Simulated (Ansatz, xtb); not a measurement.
# Relative energy of two structures of C2H4B

Structure I: `B[C]=C`, a doublet. Structure II: a doublet given by its coordinates. Both are isolated molecules in the gas phase, relaxed with PBE0-D3(BJ)/def2-SVP; the shapes shown needn't be the lowest conformers.

I (Å):

```yaml
atoms:
  - { symbol: C, position_ang: [-1.0515, -0.2573, -0.4820] }
  - { symbol: C, position_ang: [-1.3681, 0.7248, -1.2766] }
  - { symbol: B, position_ang: [-0.6887, -1.3823, 0.4282] }
  - { symbol: H, position_ang: [0.4112, -1.4178, 0.9276] }
  - { symbol: H, position_ang: [-1.0824, 0.7239, -2.3378] }
  - { symbol: H, position_ang: [-1.4972, -2.2501, 0.6594] }
  - { symbol: H, position_ang: [-1.9346, 1.5964, -0.9198] }
```

II (Å):

```xyz
7

C    -2.2004   -1.7483   -0.0668
C    -0.4194    0.4689   -0.6257
B    -1.3701   -0.7010   -0.3415
H    -2.8580   -2.5772    0.1479
H     0.0349    0.4051   -1.6262
H     0.4033    0.4384    0.1098
H    -0.9163    1.4452   -0.5176
```

Close contacts (Å): C1–B3 1.36, C2–B3 1.53, C1–H4 1.08, C2–H5 1.10, C2–H6 1.10, C2–H7 1.10.

Energies in hartree; the thermal terms are from PBE0-D3(BJ)/def2-SVP harmonic frequencies (ideal gas, rigid rotor, one conformer each, 298.15 K, 1 atm) and include the zero-point energy:

|  | I | II |
| --- | --- | --- |
| E, CCSD(T)/def2-TZVP | −103.137457 | −103.128963 |
| zero-point energy | 0.047938 | 0.051436 |
| H(298 K) − E | 0.053588 | 0.056825 |
| G(298 K) − E | 0.022749 | 0.026127 |

Question: Work out ΔE, ΔE₀, ΔH and ΔG for I → II in kJ/mol (1 Eh = 2625.50 kJ/mol) and the equilibrium ratio [II]/[I].

Answer: 1. ΔE = −103.128963 − (−103.137457) = +0.008494 Eh = +22.30 kJ/mol.
2. ΔE₀ = ΔE + ΔZPE = +0.008494 + (+0.003498) Eh = +31.48 kJ/mol.
3. ΔH = ΔE + (+0.003237) Eh = +30.80 kJ/mol.
4. ΔG = ΔE + (+0.003378) Eh = +31.17 kJ/mol, so ΔS = (ΔH − ΔG)/T = −1.2 J/(mol K).
5. kT = 0.9442 mEh, so K = [II]/[I] = exp(−ΔG/kT) = exp(−12.57) ≈ 3.5 × 10^−6.

Structure I is favoured at this temperature. An error of 4 kJ/mol in ΔG would change K by a factor of 5. MP2/def2-TZVP found them nearly level. Mirror images and further conformers aren't counted.

Other levels gave ΔE = +83.3 (GFN2-xTB); +53.1 (HF/STO-3G, GFN2-xTB geometries); +20.2 (r2SCAN-D4/def2-SVP, GFN2-xTB geometries); +21.5 (PBE0-D3(BJ)/def2-SVP); +31.0 (HF/def2-TZVP); +1.4 (MP2/def2-TZVP) kJ/mol. Open shells are spin-unrestricted, with notable spin contamination. The correlated steps freeze 3 core orbitals. Programs: Ansatz 0.2.0, xtb 6.7.1.
